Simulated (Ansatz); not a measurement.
Relaxed structures of CH4NSi (charge +1), closed shell (PBE0-D4/def2-TZVP; forces vanish, vibrations not checked; lower isomers may exist, and structures with a doubtful reference or unclear bonds are left out; Å). Program: Ansatz 0.2.0. Basis: def2-TZVPP. Cores are frozen in the correlated methods.

Question: Rank them by CCSD(T) energy, lowest first, and give each one's height above the lowest. Links in brackets join atoms within 1.22 times the sum of their covalent radii (1.1 for two metals). (Judge from chemistry; the value comes from the calculation.)
A.
CH₄NSi ([NH2][C][SiH2]), total charge +1
```
7
angstrom
C 0.2617 0.3618 -0.2628
N -0.0448 0.6130 -1.4523
Si 0.6773 0.0217 1.3495
H 0.4480 1.3163 -2.0063
H -0.8046 0.1284 -1.9344
H -0.0120 0.8108 2.3768
H 1.6837 -1.0269 1.5521
```
B.
CH₄NSi ([CH]1[NH][SiH2]1), total charge +1
```
7
angstrom
C -0.7568 -0.5755 -0.2572
N -0.0610 0.3191 -0.8453
Si 0.5390 0.1221 0.8323
H -1.5882 -1.1661 -0.6338
H -0.1151 0.6904 -1.7942
H 0.1698 1.2062 1.7486
H 1.8122 -0.5964 0.9495
```
C.
CH₄NSi ([CH2][NH][SiH]), total charge +1
```
7
angstrom
C -1.1274 -0.5911 -0.3142
N -0.1210 0.1475 -0.5799
Si 0.9916 1.0918 0.6588
H -1.6906 -1.0831 -1.1064
H 0.1053 0.2360 -1.5708
H 0.1251 0.5299 1.7710
H -1.4242 -0.7288 0.7227
```
D.
CH₄NSi ([NH2][CH][SiH]), total charge +1
```
7
angstrom
C -0.3112 -0.0890 -0.2265
N -0.1154 0.5407 -1.3331
Si 0.6490 -0.2437 1.4083
H -1.1827 -0.7570 -0.2497
H -0.7356 0.4374 -2.1292
H -0.3912 0.7266 1.9459
H 0.6566 1.1841 -1.4629
```

Answer: Computed: B (0.0 kJ/mol), C (5.6 kJ/mol), D (56.9 kJ/mol), A (90.0 kJ/mol). Heights count from the lowest.

The T1 diagnostic stays at or below 0.020. The restricted Hartree–Fock reference is unstable towards an unrestricted one at one or more of these structures.

For scale, one of the runs: CCSD(T)/def2-TZVPP, 160 basis functions, launched by `ansatz run in.yaml --threads 2 --pin off --events-out ev --progress --plain --max-ram 4352MiB`. The run took 15 s on 2 CPU threads of an Arm Neoverse V2 (shared host), with 1.1 GiB of host memory at its peak.
